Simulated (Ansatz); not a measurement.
# CHAlP (doublet): wB97M-V, B2PLYP, RPA-PBE over vertical spin and charge gaps and displaced geometries, cc-pVDZ

How well do these functionals follow the top wave-function level for CHAlP (doublet) over vertical spin and charge gaps and displaced geometries?

Program: Ansatz 0.2.0, Gaussian basis. Level of theory: cc-pVDZ, all electrons in the functionals, frozen cores in the correlation of double hybrids and RPA. These are calculated values, not measurements.

The runs, in order: wB97M-V, B2PLYP, RPA-PBE, at charge 0, doublet; charge 0, quartet; charge 1, singlet; charge 1, triplet; displaced geometry v1; displaced geometry v2.

22 further runs of the same task are left out: 1 for a mislabelled method, 9 that didn't finish, 12 set aside as unsound or not needed.

## Step 1: The system

The geometry is a PBE0/def2-TZVP stationary point (not a proven minimum).

4 atoms, charge 0, spin multiplicity 2.

Atoms are counted from 1 here; the program's logs count them from 0.

Bond lengths: Al1–C2 1.972 Å, C2–P3 1.632 Å, P3–H4 1.441 Å. Angles: Al1–C2–P3 164.0°, C2–P3–H4 99.2°.

No dispersion term is added; wB97M-V holds VV10 nonlocal correlation.

The geometry shown and the zero of energy belong to the point charge 0, doublet. The yardstick, RCCSDT(Q), and other wave-function levels (R restricted, U unrestricted, valence and pair active spaces) come from earlier runs.

## Step 2: wB97M-V, charge 0, doublet

The input, in.yaml:

```yaml
crystal:
  periodic: [false, false, false]
  atoms:
    - {symbol: Al, position_ang: [0.000000, -0.002732, 1.946277]}
    - {symbol: C, position_ang: [0.000000, 0.186892, -0.016162]}
    - {symbol: P, position_ang: [0.000000, -0.110635, -1.620581]}
    - {symbol: H, position_ang: [0.000000, 1.245911, -2.107227]}
basis:
  gaussian: {orbitals: cc-pVDZ}
magnetization: {spin_polarized: true, initial_magnetization: 1}
hamiltonian: {xc: {name: wB97M-V}}
output: {forces: true, orbitals: {seedname: orbitals}}
```

The run is started by

```console
ansatz run in.yaml --threads 1 --pin off --events-out ev --progress --plain --max-ram 2393MiB
```

The log of the run, shortened:

```text
Functional definition: wB97M-V
  name "wB97M-V"
  cite "Mardirossian & Head-Gordon, J. Chem. Phys. 144, 214110 (2016) doi:10.1063/1.4952647"
  cite "Becke, J. Chem. Phys. 107, 8554 (1997) doi:10.1063/1.475007"
  cite "Vydrov & Van Voorhis, J. Chem. Phys. 133, 244103 (2010) doi:10.1063/1.3521275"
  # Of w^i u^j: cxij and so on, Table III.
[...]
  gx(w, u) = 1 - cx + cx01*u + cx10*w
  gss(w, u) = css00 + css04*u^4 + css10*w + css20*w^2 + css43*w^4*u^3
  gos(w, u) = cos00 + cos10*w + (cos20 + cos21*u)*w^2 + (cos60 + cos61*u)*w^6
[...]
      + integral(e_c_pw_mod_opposite_spin*gos(b97_w_opposite, b97_u_opposite)) + vv10(b, c)
550 factors; integrals over basis functions are off by at most 1.4e-3 eV
177 factors; integrals over basis functions are off by at most 1.9e-5 eV
[...]
mean field -16934.36623033 eV, -622.3264804389 hartree, gradient 6.4e-5 eV, S^2 0.767163; 0 other end points of the search recorded, 0 dependent functions left out
[...]
reference -16934.36626698 eV, -622.3264817859 hartree; 18, 17 occupied and 37, 38 virtual orbitals, 550 factors
Total energy: -16934.36626698 eV, -622.3264817859 hartree
Atom 0 at     0.000000    -0.002732     1.946277 Å, force    -0.000000    -0.011131     0.343471 eV/Å
Atom 1 at     0.000000     0.186892    -0.016162 Å, force     0.000000     0.089543     0.160146 eV/Å
Atom 2 at     0.000000    -0.110635    -1.620581 Å, force    -0.000000    -0.288544    -0.442425 eV/Å
Atom 3 at     0.000000     1.245911    -2.107227 Å, force     0.000000     0.210133    -0.061193 eV/Å
Dipole moment:    -0.000000     0.083014    -0.094346 e Å
```

Wall time 5.5 s (1 thread of AMD EPYC 9R45, shared host).

From the report: ⟨S²⟩ of the determinant 0.767 (pure doublet: 0.75).

## Step 3: wB97M-V, charge 0, quartet

in.yaml: that of step 2 with these lines changed.

```diff
@@ -9,3 +9,3 @@
   gaussian: {orbitals: cc-pVDZ}
-magnetization: {spin_polarized: true, initial_magnetization: 1}
+magnetization: {spin_polarized: true, initial_magnetization: 3}
 hamiltonian: {xc: {name: wB97M-V}}
```

Same command.

The log of the run, shortened:

```text
Functional definition: wB97M-V
  name "wB97M-V"
  cite "Mardirossian & Head-Gordon, J. Chem. Phys. 144, 214110 (2016) doi:10.1063/1.4952647"
  cite "Becke, J. Chem. Phys. 107, 8554 (1997) doi:10.1063/1.475007"
  cite "Vydrov & Van Voorhis, J. Chem. Phys. 133, 244103 (2010) doi:10.1063/1.3521275"
  # Of w^i u^j: cxij and so on, Table III.
[...]
  gx(w, u) = 1 - cx + cx01*u + cx10*w
  gss(w, u) = css00 + css04*u^4 + css10*w + css20*w^2 + css43*w^4*u^3
  gos(w, u) = cos00 + cos10*w + (cos20 + cos21*u)*w^2 + (cos60 + cos61*u)*w^6
[...]
      + integral(e_c_pw_mod_opposite_spin*gos(b97_w_opposite, b97_u_opposite)) + vv10(b, c)
550 factors; integrals over basis functions are off by at most 1.4e-3 eV
177 factors; integrals over basis functions are off by at most 1.9e-5 eV
[...]
mean field -16932.15639932 eV, -622.2452706471 hartree, gradient 4.3e-5 eV, S^2 3.758801; 3 other end points of the search recorded, 0 dependent functions left out
[...]
reference -16932.15643385 eV, -622.2452719160 hartree; 19, 16 occupied and 36, 39 virtual orbitals, 550 factors
Total energy: -16932.15643385 eV, -622.2452719160 hartree
Atom 0 at     0.000000    -0.002732     1.946277 Å, force     0.000000     0.251417    -1.960720 eV/Å
Atom 1 at     0.000000     0.186892    -0.016162 Å, force    -0.000000    -0.060515     3.173624 eV/Å
Atom 2 at     0.000000    -0.110635    -1.620581 Å, force    -0.000000    -0.301975    -1.222454 eV/Å
Atom 3 at     0.000000     1.245911    -2.107227 Å, force     0.000000     0.111072     0.009550 eV/Å
Dipole moment:    -0.000000     0.038082     0.546324 e Å
```

It took 6 s on 1 thread of AMD EPYC 9R45, shared host.

From the report: ⟨S²⟩ of the determinant 3.759 (pure quartet: 3.75).

From charge 0, doublet: +51.0 kcal/mol.

## Step 4: wB97M-V, charge 1, singlet

in.yaml: that of step 3 with these lines changed.

```diff
@@ -9,3 +9,4 @@
   gaussian: {orbitals: cc-pVDZ}
-magnetization: {spin_polarized: true, initial_magnetization: 3}
+total_charge: 1
+magnetization: {spin_polarized: true, initial_magnetization: 0}
 hamiltonian: {xc: {name: wB97M-V}}
```

The command is unchanged.

The log of the run, shortened:

```text
Functional definition: wB97M-V
  name "wB97M-V"
  cite "Mardirossian & Head-Gordon, J. Chem. Phys. 144, 214110 (2016) doi:10.1063/1.4952647"
  cite "Becke, J. Chem. Phys. 107, 8554 (1997) doi:10.1063/1.475007"
  cite "Vydrov & Van Voorhis, J. Chem. Phys. 133, 244103 (2010) doi:10.1063/1.3521275"
  # Of w^i u^j: cxij and so on, Table III.
[...]
  gx(w, u) = 1 - cx + cx01*u + cx10*w
  gss(w, u) = css00 + css04*u^4 + css10*w + css20*w^2 + css43*w^4*u^3
  gos(w, u) = cos00 + cos10*w + (cos20 + cos21*u)*w^2 + (cos60 + cos61*u)*w^6
[...]
      + integral(e_c_pw_mod_opposite_spin*gos(b97_w_opposite, b97_u_opposite)) + vv10(b, c)
550 factors; integrals over basis functions are off by at most 1.4e-3 eV
177 factors; integrals over basis functions are off by at most 1.9e-5 eV
[...]
mean field -16926.29105799 eV, -622.0297233288 hartree, gradient 2.5e-6 eV, S^2 0.361107; 6 other end points of the search recorded, 0 dependent functions left out
[...]
reference -16926.29109584 eV, -622.0297247200 hartree; 17, 17 occupied and 38, 38 virtual orbitals, 550 factors
Total energy: -16926.29109584 eV, -622.0297247200 hartree
Atom 0 at     0.000000    -0.002732     1.946277 Å, force    -0.000000    -0.446899     1.691622 eV/Å
Atom 1 at     0.000000     0.186892    -0.016162 Å, force     0.000000     1.061410    -2.370601 eV/Å
Atom 2 at     0.000000    -0.110635    -1.620581 Å, force    -0.000000    -0.707534     0.246675 eV/Å
Atom 3 at     0.000000     1.245911    -2.107227 Å, force     0.000000     0.093023     0.432304 eV/Å
Dipole moment:    -0.000000     0.229608     0.140402 e Å
```

Wall time 15 s (1 thread of AMD EPYC 9R45, shared host); peak memory 0.25 GiB.

From the report: ⟨S²⟩ of the determinant 0.361 (pure singlet: 0.00).

From charge 0, doublet: +186.2 kcal/mol.

## Step 5: wB97M-V, charge 1, triplet

in.yaml: that of step 4 with these lines changed.

```diff
@@ -10,4 +10,4 @@
 total_charge: 1
-magnetization: {spin_polarized: true, initial_magnetization: 0}
+magnetization: {spin_polarized: true, initial_magnetization: 2}
 hamiltonian: {xc: {name: wB97M-V}}
-output: {forces: true, orbitals: {seedname: orbitals}}
+output: {orbitals: {seedname: orbitals}}
```

Launched as before.

The log of the run, shortened:

```text
Functional definition: wB97M-V
  name "wB97M-V"
  cite "Mardirossian & Head-Gordon, J. Chem. Phys. 144, 214110 (2016) doi:10.1063/1.4952647"
  cite "Becke, J. Chem. Phys. 107, 8554 (1997) doi:10.1063/1.475007"
  cite "Vydrov & Van Voorhis, J. Chem. Phys. 133, 244103 (2010) doi:10.1063/1.3521275"
  # Of w^i u^j: cxij and so on, Table III.
[...]
  gx(w, u) = 1 - cx + cx01*u + cx10*w
  gss(w, u) = css00 + css04*u^4 + css10*w + css20*w^2 + css43*w^4*u^3
  gos(w, u) = cos00 + cos10*w + (cos20 + cos21*u)*w^2 + (cos60 + cos61*u)*w^6
[...]
      + integral(e_c_pw_mod_opposite_spin*gos(b97_w_opposite, b97_u_opposite)) + vv10(b, c)
550 factors; integrals over basis functions are off by at most 1.4e-3 eV
177 factors; integrals over basis functions are off by at most 1.9e-5 eV
[...]
mean field -16926.17567276 eV, -622.0254829999 hartree, gradient 7.4e-5 eV, S^2 2.026516; 0 other end points of the search recorded, 0 dependent functions left out
reference -16926.17571168 eV, -622.0254844303 hartree; 18, 16 occupied and 37, 39 virtual orbitals, 550 factors
Total energy: -16926.17571168 eV, -622.0254844303 hartree
```

It took 4.5 s on 1 thread of AMD EPYC 9R45, shared host; peak memory 0.25 GiB.

From the report: ⟨S²⟩ of the determinant 2.027 (pure triplet: 2.00).

From charge 0, doublet: +188.9 kcal/mol.

## Step 6: wB97M-V, displaced geometry v1

The input, in.yaml:

```yaml
crystal:
  periodic: [false, false, false]
  atoms:
    - {symbol: Al, position_ang: [-0.019637, -0.018560, 1.971969]}
    - {symbol: C, position_ang: [-0.020470, 0.154921, -0.001623]}
    - {symbol: P, position_ang: [0.027494, -0.083296, -1.648655]}
    - {symbol: H, position_ang: [-0.075283, 1.210436, -2.105499]}
basis:
  gaussian: {orbitals: cc-pVDZ}
magnetization: {spin_polarized: true, initial_magnetization: 1}
hamiltonian: {xc: {name: wB97M-V}}
output: {forces: true, orbitals: {seedname: orbitals}}
```

The command is unchanged.

The log of the run, shortened:

```text
Functional definition: wB97M-V
  name "wB97M-V"
  cite "Mardirossian & Head-Gordon, J. Chem. Phys. 144, 214110 (2016) doi:10.1063/1.4952647"
  cite "Becke, J. Chem. Phys. 107, 8554 (1997) doi:10.1063/1.475007"
  cite "Vydrov & Van Voorhis, J. Chem. Phys. 133, 244103 (2010) doi:10.1063/1.3521275"
  # Of w^i u^j: cxij and so on, Table III.
[...]
  gx(w, u) = 1 - cx + cx01*u + cx10*w
  gss(w, u) = css00 + css04*u^4 + css10*w + css20*w^2 + css43*w^4*u^3
  gos(w, u) = cos00 + cos10*w + (cos20 + cos21*u)*w^2 + (cos60 + cos61*u)*w^6
[...]
      + integral(e_c_pw_mod_opposite_spin*gos(b97_w_opposite, b97_u_opposite)) + vv10(b, c)
551 factors; integrals over basis functions are off by at most 1.2e-3 eV
177 factors; integrals over basis functions are off by at most 1.9e-5 eV
[...]
mean field -16934.30453173 eV, -622.3242130572 hartree, gradient 7.1e-5 eV, S^2 0.770896; 0 other end points of the search recorded, 0 dependent functions left out
[...]
reference -16934.30456830 eV, -622.3242144011 hartree; 18, 17 occupied and 37, 38 virtual orbitals, 551 factors
Total energy: -16934.30456830 eV, -622.3242144011 hartree
Atom 0 at    -0.019637    -0.018560     1.971969 Å, force    -0.002545    -0.012133     0.217195 eV/Å
Atom 1 at    -0.020470     0.154921    -0.001623 Å, force     0.016341     0.024434    -0.966048 eV/Å
Atom 2 at     0.027494    -0.083296    -1.648655 Å, force     0.115282    -1.594981     1.143565 eV/Å
Atom 3 at    -0.075283     1.210436    -2.105499 Å, force    -0.129077     1.582680    -0.394712 eV/Å
Dipole moment:    -0.007747     0.104982    -0.079349 e Å
```

Run time: 5.5 s. Hardware: 1 thread of AMD EPYC 9R45, shared host; peak memory 0.25 GiB.

From the report: ⟨S²⟩ of the determinant 0.771 (pure doublet: 0.75).

From charge 0, doublet: +1.4 kcal/mol.

## Step 7: wB97M-V, displaced geometry v2

The input, in.yaml:

```yaml
crystal:
  periodic: [false, false, false]
  atoms:
    - {symbol: Al, position_ang: [0.066489, 0.007473, 1.942518]}
    - {symbol: C, position_ang: [-0.098385, 0.205471, -0.008327]}
    - {symbol: P, position_ang: [-0.021765, -0.124480, -1.620926]}
    - {symbol: H, position_ang: [0.061344, 1.176796, -2.089358]}
basis:
  gaussian: {orbitals: cc-pVDZ}
magnetization: {spin_polarized: true, initial_magnetization: 1}
hamiltonian: {xc: {name: wB97M-V}}
output: {forces: true, orbitals: {seedname: orbitals}}
```

Same command.

The log of the run, shortened:

```text
Functional definition: wB97M-V
  name "wB97M-V"
  cite "Mardirossian & Head-Gordon, J. Chem. Phys. 144, 214110 (2016) doi:10.1063/1.4952647"
  cite "Becke, J. Chem. Phys. 107, 8554 (1997) doi:10.1063/1.475007"
  cite "Vydrov & Van Voorhis, J. Chem. Phys. 133, 244103 (2010) doi:10.1063/1.3521275"
  # Of w^i u^j: cxij and so on, Table III.
[...]
  gx(w, u) = 1 - cx + cx01*u + cx10*w
  gss(w, u) = css00 + css04*u^4 + css10*w + css20*w^2 + css43*w^4*u^3
  gos(w, u) = cos00 + cos10*w + (cos20 + cos21*u)*w^2 + (cos60 + cos61*u)*w^6
[...]
      + integral(e_c_pw_mod_opposite_spin*gos(b97_w_opposite, b97_u_opposite)) + vv10(b, c)
551 factors; integrals over basis functions are off by at most 1.2e-3 eV
177 factors; integrals over basis functions are off by at most 2.1e-5 eV
[...]
mean field -16934.31959538 eV, -622.3247666361 hartree, gradient 6.5e-5 eV, S^2 0.768827; 0 other end points of the search recorded, 0 dependent functions left out
[...]
reference -16934.31963202 eV, -622.3247679827 hartree; 18, 17 occupied and 37, 38 virtual orbitals, 551 factors
Total energy: -16934.31963202 eV, -622.3247679827 hartree
Atom 0 at     0.066489     0.007473     1.942518 Å, force     0.001155    -0.012008     0.387668 eV/Å
Atom 1 at    -0.098385     0.205471    -0.008327 Å, force     0.033873    -0.034340    -0.384609 eV/Å
Atom 2 at    -0.021765    -0.124480    -1.620926 Å, force    -0.111743    -1.272196     0.488812 eV/Å
Atom 3 at     0.061344     1.176796    -2.089358 Å, force     0.076715     1.318544    -0.491871 eV/Å
Dipole moment:     0.005722     0.091973    -0.101747 e Å
```

It took 5.5 s on 1 thread of AMD EPYC 9R45, shared host; peak memory 0.25 GiB.

From the report: ⟨S²⟩ of the determinant 0.769 (pure doublet: 0.75).

From charge 0, doublet: +1.1 kcal/mol.

## Step 8: B2PLYP, charge 0, doublet

The input, in.yaml:

```yaml
crystal:
  periodic: [false, false, false]
  atoms:
    - {symbol: Al, position_ang: [0.000000, -0.002732, 1.946277]}
    - {symbol: C, position_ang: [0.000000, 0.186892, -0.016162]}
    - {symbol: P, position_ang: [0.000000, -0.110635, -1.620581]}
    - {symbol: H, position_ang: [0.000000, 1.245911, -2.107227]}
basis:
  gaussian: {orbitals: cc-pVDZ}
magnetization: {spin_polarized: true, initial_magnetization: 1}
hamiltonian: {xc: {name: B2PLYP}}
correlation: {electrons: outside_noble_gas}
```

The command is unchanged.

The log of the run, shortened:

```text
Functional definition: B2PLYP
  name "B2PLYP"
  cite "Grimme, J. Chem. Phys. 124, 034108 (2006) doi:10.1063/1.2148954"
  cite "Becke, Phys. Rev. A 38, 3098 (1988) doi:10.1103/PhysRevA.38.3098"
  cite "Lee, Yang & Parr, Phys. Rev. B 37, 785 (1988) doi:10.1103/PhysRevB.37.785"
[...]
550 factors; integrals over basis functions are off by at most 1.4e-3 eV
[...]
mean field -16925.19111232 eV, -621.9893010710 hartree, gradient 5.9e-6 eV, S^2 0.814454; 6 other end points of the search recorded, 0 dependent functions left out
11 core orbitals not correlated: weight in the atoms' cores, before any rotation towards them, 1.000 or more for the frozen orbitals, at most 0.000 for the correlated occupied ones
reference -16925.19124873 eV, -621.9893060840 hartree; 7, 6 occupied and 37, 38 virtual orbitals, 550 factors
second order -9.29513007 eV of doubles, -0.00000000 eV of singles
Total energy: -16927.70093384 eV, -622.0815353110 hartree
```

Run time: 2.7 s. Hardware: 1 thread of AMD EPYC 9R45, shared host.

From the report: ⟨S²⟩ of the determinant 0.814 (pure doublet: 0.75).

## Step 9: B2PLYP, charge 0, quartet

in.yaml: that of step 8 with these lines changed.

```diff
@@ -9,3 +9,3 @@
   gaussian: {orbitals: cc-pVDZ}
-magnetization: {spin_polarized: true, initial_magnetization: 1}
+magnetization: {spin_polarized: true, initial_magnetization: 3}
 hamiltonian: {xc: {name: B2PLYP}}
```

The command is unchanged.

The log of the run, shortened:

```text
Functional definition: B2PLYP
  name "B2PLYP"
  cite "Grimme, J. Chem. Phys. 124, 034108 (2006) doi:10.1063/1.2148954"
  cite "Becke, Phys. Rev. A 38, 3098 (1988) doi:10.1103/PhysRevA.38.3098"
  cite "Lee, Yang & Parr, Phys. Rev. B 37, 785 (1988) doi:10.1103/PhysRevB.37.785"
[...]
550 factors; integrals over basis functions are off by at most 1.4e-3 eV
[...]
mean field -16923.29902712 eV, -621.9197682227 hartree, gradient 4.3e-6 eV, S^2 3.776287; 6 other end points of the search recorded, 0 dependent functions left out
11 core orbitals not correlated: weight in the atoms' cores, before any rotation towards them, 1.000 or more for the frozen orbitals, at most 0.000 for the correlated occupied ones
reference -16923.29916072 eV, -621.9197731325 hartree; 8, 5 occupied and 36, 39 virtual orbitals, 550 factors
second order -9.24505446 eV of doubles, -0.00000000 eV of singles
Total energy: -16925.79532543 eV, -622.0115054934 hartree
```

Run time: 3.9 s. Hardware: 1 thread of AMD EPYC 9R45, shared host.

From the report: ⟨S²⟩ of the determinant 3.776 (pure quartet: 3.75).

From charge 0, doublet: +43.9 kcal/mol.

## Step 10: B2PLYP, charge 1, singlet

in.yaml: that of step 9 with these lines changed.

```diff
@@ -9,3 +9,4 @@
   gaussian: {orbitals: cc-pVDZ}
-magnetization: {spin_polarized: true, initial_magnetization: 3}
+total_charge: 1
+magnetization: {spin_polarized: true, initial_magnetization: 0}
 hamiltonian: {xc: {name: B2PLYP}}
```

Launched as before.

The log of the run, shortened:

```text
Functional definition: B2PLYP
  name "B2PLYP"
  cite "Grimme, J. Chem. Phys. 124, 034108 (2006) doi:10.1063/1.2148954"
  cite "Becke, Phys. Rev. A 38, 3098 (1988) doi:10.1103/PhysRevA.38.3098"
  cite "Lee, Yang & Parr, Phys. Rev. B 37, 785 (1988) doi:10.1103/PhysRevB.37.785"
[...]
550 factors; integrals over basis functions are off by at most 1.4e-3 eV
[...]
mean field -16917.28579677 eV, -621.6987860831 hartree, gradient 2.7e-6 eV, S^2 0.726016; 9 other end points of the search recorded, 0 dependent functions left out
11 core orbitals not correlated: weight in the atoms' cores, before any rotation towards them, 1.000 or more for the frozen orbitals, at most 0.000 for the correlated occupied ones
reference -16917.28593085 eV, -621.6987910103 hartree; 6, 6 occupied and 38, 38 virtual orbitals, 550 factors
second order -9.16992443 eV of doubles, -0.00000000 eV of singles
Total energy: -16919.76181044 eV, -621.7897779073 hartree
```

It took 7 s on 1 thread of AMD EPYC 9R45, shared host.

From the report: ⟨S²⟩ of the determinant 0.726 (pure singlet: 0.00). The determinant is far from a pure spin state, so its energy mixes those of several spin states (harmless only where they are near-degenerate, as at dissociation).

From charge 0, doublet: +183.1 kcal/mol.

## Step 11: B2PLYP, charge 1, triplet

in.yaml: that of step 10 with these lines changed.

```diff
@@ -10,3 +10,3 @@
 total_charge: 1
-magnetization: {spin_polarized: true, initial_magnetization: 0}
+magnetization: {spin_polarized: true, initial_magnetization: 2}
 hamiltonian: {xc: {name: B2PLYP}}
```

Same command.

The log of the run, shortened:

```text
Functional definition: B2PLYP
  name "B2PLYP"
  cite "Grimme, J. Chem. Phys. 124, 034108 (2006) doi:10.1063/1.2148954"
  cite "Becke, Phys. Rev. A 38, 3098 (1988) doi:10.1103/PhysRevA.38.3098"
  cite "Lee, Yang & Parr, Phys. Rev. B 37, 785 (1988) doi:10.1103/PhysRevB.37.785"
[...]
550 factors; integrals over basis functions are off by at most 1.4e-3 eV
[...]
mean field -16917.33906742 eV, -621.7007437434 hartree, gradient 3.1e-6 eV, S^2 2.083836; 3 other end points of the search recorded, 0 dependent functions left out
11 core orbitals not correlated: weight in the atoms' cores, before any rotation towards them, 1.000 or more for the frozen orbitals, at most 0.000 for the correlated occupied ones
reference -16917.33920208 eV, -621.7007486919 hartree; 7, 5 occupied and 37, 39 virtual orbitals, 550 factors
second order -8.74105982 eV of doubles, -0.00000000 eV of singles
Total energy: -16919.69928823 eV, -621.7874802582 hartree
```

It took 2.4 s on 1 thread of AMD EPYC 9R45, shared host.

From the report: ⟨S²⟩ of the determinant 2.084 (pure triplet: 2.00).

From charge 0, doublet: +184.5 kcal/mol.

## Step 12: B2PLYP, displaced geometry v1

The input, in.yaml:

```yaml
crystal:
  periodic: [false, false, false]
  atoms:
    - {symbol: Al, position_ang: [-0.019637, -0.018560, 1.971969]}
    - {symbol: C, position_ang: [-0.020470, 0.154921, -0.001623]}
    - {symbol: P, position_ang: [0.027494, -0.083296, -1.648655]}
    - {symbol: H, position_ang: [-0.075283, 1.210436, -2.105499]}
basis:
  gaussian: {orbitals: cc-pVDZ}
magnetization: {spin_polarized: true, initial_magnetization: 1}
hamiltonian: {xc: {name: B2PLYP}}
correlation: {electrons: outside_noble_gas}
```

The command is unchanged.

The log of the run, shortened:

```text
Functional definition: B2PLYP
  name "B2PLYP"
  cite "Grimme, J. Chem. Phys. 124, 034108 (2006) doi:10.1063/1.2148954"
  cite "Becke, Phys. Rev. A 38, 3098 (1988) doi:10.1103/PhysRevA.38.3098"
  cite "Lee, Yang & Parr, Phys. Rev. B 37, 785 (1988) doi:10.1103/PhysRevB.37.785"
[...]
551 factors; integrals over basis functions are off by at most 1.2e-3 eV
[...]
mean field -16925.14752628 eV, -621.9876993137 hartree, gradient 6.7e-6 eV, S^2 0.841637; 6 other end points of the search recorded, 0 dependent functions left out
11 core orbitals not correlated: weight in the atoms' cores, before any rotation towards them, 1.000 or more for the frozen orbitals, at most 0.000 for the correlated occupied ones
reference -16925.14766238 eV, -621.9877043154 hartree; 7, 6 occupied and 37, 38 virtual orbitals, 551 factors
second order -9.24175687 eV of doubles, -0.00000000 eV of singles
Total energy: -16927.64293674 eV, -622.0794039566 hartree
```

Run time: 2.6 s. Hardware: 1 thread of AMD EPYC 9R45, shared host.

From the report: ⟨S²⟩ of the determinant 0.842 (pure doublet: 0.75).

From charge 0, doublet: +1.3 kcal/mol.

(Part 1 of 2 ends here.)
